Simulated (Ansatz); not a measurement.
# P₂H+ (singlet): wave-function methods side by side, 6-31G

Aim: climb from Hartree-Fock through coupled cluster and multireference methods for P₂H+ (singlet) at one geometry and basis, and see what each rung misses.

Computed with Ansatz 0.2.0, Gaussian basis. Level: 6-31G, core rule «outside noble gas», up to 10 orbitals frozen.

To be run: UHF; CCSD(T) on RHF; CCSD(T) on UHF; BCCD(T) on RHF; CISD; CCSDT(Q) on RHF; CCSDT(Q) on UHF; CCSDTQ on RHF; CCSDTQ on UHF; CASSCF and MRCISD+Q, 10 electrons in 9 orbitals; CASSCF and NEVPT2, 10 electrons in 9 orbitals; Full CI.

3 further runs of the same task are left out: 3 set aside as unsound or not needed.

### Step 1. What is computed

The geometry is a PBE0/def2-TZVP stationary point (not a proven minimum) of the parent state, kept for this charge and spin.

3 atoms, charge 1, spin multiplicity 1.

Atoms are counted from 1 here; the program's logs count them from 0.

Bond lengths: P1–P2 1.991 Å, P1–H3 1.433 Å. Angles: P2–P1–H3 97.2°.

### Step 2. UHF

File in.yaml:

```yaml
crystal:
  periodic: [false, false, false]
  atoms:
    - {symbol: P, position_ang: [0.000000, -0.076741, 0.973875]}
    - {symbol: P, position_ang: [0.000000, 0.033358, -1.013963]}
    - {symbol: H, position_ang: [0.000000, 1.333150, 1.231888]}
basis:
  gaussian: {orbitals: 6-31G}
total_charge: 1
magnetization: {spin_polarized: true, initial_magnetization: 0}
hamiltonian: {xc: hf}
output: {orbitals: {seedname: orbitals}}
```

The run is started by

```
$ ansatz run in.yaml --threads 1 --pin off --events-out ev --progress --plain --max-ram 4096MiB --backend cpu
```

Further steps of the session: CCSD(T) on RHF; CCSD(T) on UHF; BCCD(T) on RHF; CISD; CCSDT(Q) on RHF; CCSDT(Q) on UHF; CCSDTQ on RHF; CCSDTQ on UHF; CASSCF and MRCISD+Q, 10 electrons in 9 orbitals; CASSCF and NEVPT2, 10 electrons in 9 orbitals; Full CI.

Before running them: what should the planned runs give, taken together? Wanted: FCI below the RHF energy; RMP2 from FCI; RCCSD from FCI; RCCSD(T) from FCI; RCCSDT(Q) from FCI; NEVPT2 valence from FCI; MRCISD+Q valence from FCI; T1 diagnostic; effectively unpaired electrons.

As calculated:

| quantity | value |
| --- | --- |
| FCI below the RHF energy | -4.2321 eV |
| RMP2 from FCI | +87.7 kJ/mol |
| RCCSD from FCI | +22.8 kJ/mol |
| RCCSD(T) from FCI | +5.3 kJ/mol |
| RCCSDT(Q) from FCI | -0.2 kJ/mol |
| NEVPT2 valence from FCI | +21.1 kJ/mol |
| MRCISD+Q valence from FCI | +0.5 kJ/mol |
| levels within 1 kcal/mol (43 meV) | RCCSDT, RCCSDT(Q), RCCSDTQ, MRCISD valence, MRCISD+Q valence |
| T1 diagnostic | 0.070 |
| effectively unpaired electrons | 0.28 |

**Reading.** RCCSD(T) lands +5.3 kJ/mol from the yardstick (1.3 % of the correlation energy). The occupations show some static correlation. Of the multireference levels listed MRCISD+Q valence comes nearest in total energy (+0.5 kJ/mol), which doesn't show that its space is the better one. These misses are within one basis, not against nature.
